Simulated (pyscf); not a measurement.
methane (CH₄) + orthosilicic acid (HO–Si(OH)(OH)–OH) → H₃C–Si(OH)(OH)–OH + water (H₂O), a four-centre exchange (singlet surface; C–H, O–Si broken, C–Si, H–O formed). PySCF, gas phase, ωB97X-D3(BJ)/def2-SVP geometries. Energies in eV from the separated reactants.

Small-basis levels: PySCF, no dispersion term, spherical d functions. AM1 to PM7: differences of heats of formation from MOPAC. Cost: rough CPU time at the saddle relative to B3LYP/6-31G*, from one job on a shared machine.

| level | barrier | reaction energy | cost |
|---|---|---|---|
| HF/3-21G | 3.47 | +1.54 | 0.05 |
| BP86/6-31G* | 2.56 | +1.37 | 1 |
| B3LYP/3-21G | 2.38 | +1.53 | 0.6 |
| M06-2X/6-31G* | 2.75 | +1.46 | 2 |
| PBE/def2-SVP | 2.22 | +1.20 | 2 |
| B3LYP/def2-SVP | 2.75 | +1.30 | 1 |
| PM7 | 3.12 | +0.60 | under 0.02 |
| ωB97M-D3(BJ)/def2-TZVP | 2.81 | +1.25 | – |

Against the last row the barrier runs from -0.59 (PBE/def2-SVP) to +0.66 eV (HF/3-21G). ωB97M-D3(BJ)/def2-TZVP has limits of its own. On the product side the descent ends in a bound adduct, 0.40 eV under the separated species and 2.00 eV under the saddle at ωB97X-D3(BJ)/def2-TZVP. This is the saddle that the search found; another between the same sides may lie lower.
